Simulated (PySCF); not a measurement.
A spin–spin coupling run with PySCF (density fitting, non-relativistic, gas phase) on `[BH4-]`, [BH4]-:

```
$ OMP_NUM_THREADS=1 python probes_run.py task.json out

{"job": {"kind": "j", "xc": "B3LYP", "basis": "pcJ-2", "full": true}, "charge": -1, "multiplicity": 1}
B     -0.006182     0.022864    -0.031757
H     -0.787853    -0.814100    -0.502808
H      0.143704    -0.188582     1.179433
H     -0.467702     1.160229    -0.197529
H      1.088393    -0.065770    -0.604202
```

Hardware: 1 thread of an Arm Neoverse N1, shared host. The job also computes field gradients.

(1) How large is the calculation?

(2) How long does it take, and how much memory does it need?

(3) And these other runs on the same molecule and hardware: GIAO shielding at B97-2/pcSseg-2; GIAO shielding at KT3/pcSseg-2; GIAO shielding at PBE0/pcSseg-2; GIAO shielding at wB97X-D/pcSseg-2; spin–spin coupling at B97-2/pcJ-2; spin–spin coupling at PBE0/pcJ-2?

Results:

(1) 10 electrons, 147 basis functions and 264 auxiliary functions.

(2) 4.4 s of wall time, with 10 SCF cycles; peak memory 0.41 GiB. Times on a shared host scatter by some tens of per cent.

(3) B97-2/pcSseg-2: 92 functions, 2.2 s; KT3/pcSseg-2: 92 functions, 2.9 s; PBE0/pcSseg-2: 92 functions, 3.5 s; wB97X-D/pcSseg-2: 92 functions, 2.6 s; B97-2/pcJ-2: 147 functions, 4.2 s; PBE0/pcJ-2: 147 functions, 4.2 s.
